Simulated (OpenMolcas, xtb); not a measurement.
**C2H3Al (ethynylalumane): the vertical energy of the triplet above the singlet, rung by rung**

The species is C2H3Al (6 atoms), meant as a singlet with charge 0. SMILES: `C#[C][AlH2]`. The shape is that of a PBE0-D4/def2-TZVP optimisation.

Quantity: the vertical energy of the triplet above the singlet, in eV. The values are calculated.

| level | kind | program | value (eV) | CPU time (all runs) |
| --- | --- | --- | --- | --- |
| GFN1-xTB | semi-empirical | xtb | 6.13 | under 2 s |
| HF/def2-TZVP | Hartree–Fock | OpenMolcas | 4.22 | 65 s |
| SVWN5/def2-TZVP | LDA | OpenMolcas | 4.07 | 1.7 min |
| revPBE/def2-TZVP | GGA | OpenMolcas | 4.08 | 2.5 min |
| M06-L/def2-TZVP | meta-GGA | OpenMolcas | 4.47 | 3.8 min |
| B3LYP/def2-TZVP | global hybrid | OpenMolcas | 4.48 | 2.5 min |

The values span 4.07 to 6.13 eV. The xTB rows lack spin polarisation, so open shells miss the exchange term that lowers them. CPU times are rough (shared hosts, several kinds of processor): they show what a rung costs within a factor of a few.
